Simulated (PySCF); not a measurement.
**Levels of Al from EOM-EA-GCCSD**

Reference: closed-shell Al⁺, [Ne] 3s2; one electron is added. Calculated with PySCF 2.14, two-component X2C-1e with screened spin-orbit coupling, an even-tempered Gaussian basis (22 s from 0.003 bohr⁻², ratio 2.6; 16 p from 0.004 bohr⁻², ratio 2.6; 10 d from 0.0041 bohr⁻², ratio 2.8; 5 f from 0.44 bohr⁻², ratio 2.8); frozen 1s2; the 50 highest virtual spinors dropped; of the others 76 kept and the rest restored at second order. No Breit or QED terms. Binding energies in eV.

```csv
level,Koopmans,second order,EOM-CCSD,NIST
3p1/2,5.311,5.971,5.935,5.986
3p3/2,5.296,5.955,5.920,5.972
4s1/2,2.642,2.816,2.825,2.843
3d3/2,1.575,1.653,1.727,1.964
3d5/2,1.575,1.653,1.727,1.964
```

Electric-dipole lines between these computed levels:

| lower | upper | ΔE (eV) | vacuum wavelength (nm) |
| --- | --- | --- | --- |
| 3p1/2 | 4s1/2 | 3.110 | 398.6 |
| 3p1/2 | 3d3/2 | 4.208 | 294.7 |
| 3p3/2 | 4s1/2 | 3.095 | 400.5 |
| 3p3/2 | 3d3/2 | 4.193 | 295.7 |
| 3p3/2 | 3d5/2 | 4.193 | 295.7 |

Only part of the computed levels is shown.

The screened spin-orbit operator tends to give fine-structure splittings of light species too large.

The highest levels are limited by the diffuse functions of the basis.
